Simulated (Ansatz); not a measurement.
The input, for Ansatz 0.2.0:

```yaml
crystal:
  periodic: [false, false, false]
  atoms:
    - {symbol: Ga, position_ang: [0.000000, 0.028042, 0.514901]}
    - {symbol: Be, position_ang: [0.000000, -0.334188, -3.648371]}
    - {symbol: H, position_ang: [0.000000, 1.048292, -2.996836]}
basis:
  gaussian: {orbitals: def2-mTZVP}
magnetization: {spin_polarized: true, initial_magnetization: 0}
correlation: {method: mp2, electrons: valence}
accuracy: high
scf: {lower_state_search: full}
```

```sh
$ ansatz run in.yaml --threads 1 --pin off --events-out ev --progress --plain --max-ram 2393MiB
```

Output:

```
872 factors; integrals over basis functions are off by at most 4.5e-9 eV
mean field evaluation 1: about -52742.0705 eV, gradient 6.8e0 eV
mean field evaluation 2: about -52742.0700 eV, gradient 6.8e0 eV
mean field evaluation 4: about -52743.5196 eV, gradient 1.4e0 eV
mean field evaluation 8: about -52743.5893 eV, gradient 2.1e-1 eV
mean field evaluation 16: about -52743.6059 eV, gradient 1.2e-2 eV
mean field evaluation 32: about -52743.6059 eV, gradient 6.0e-8 eV
mean field evaluation 64: about -52745.5864 eV, gradient 6.0e-2 eV
mean field evaluation 96: about -52740.7585 eV, gradient 1.0e1 eV
mean field evaluation 128: about -52745.4920 eV, gradient 2.4e0 eV
mean field evaluation 160: about -52745.4888 eV, gradient 2.3e0 eV
mean field evaluation 192: about -52743.6059 eV, gradient 1.4e-4 eV
mean field -52745.58642870 eV, -1938.3645490121 hartree, gradient 1.5e-8 eV, S^2 1.006391; 17 other end points of the search recorded, 0 dependent functions left out
9 core orbitals not correlated, not the lowest: weight in the atoms' cores, before any rotation towards them, 1.000 or more for the frozen orbitals, at most 0.000 for the correlated occupied ones
reference -52745.58642870 eV, -1938.3645490121 hartree; 9, 9 occupied and 32, 32 virtual orbitals, 872 factors
second order -5.05291203 eV of doubles, -0.00000000 eV of singles
Total energy: -52750.63934072 eV, -1938.5502401040 hartree
```

Ran on 1 thread of Arm Neoverse V2, shared host: 3.9 s wall, 0.12 GiB peak host memory.
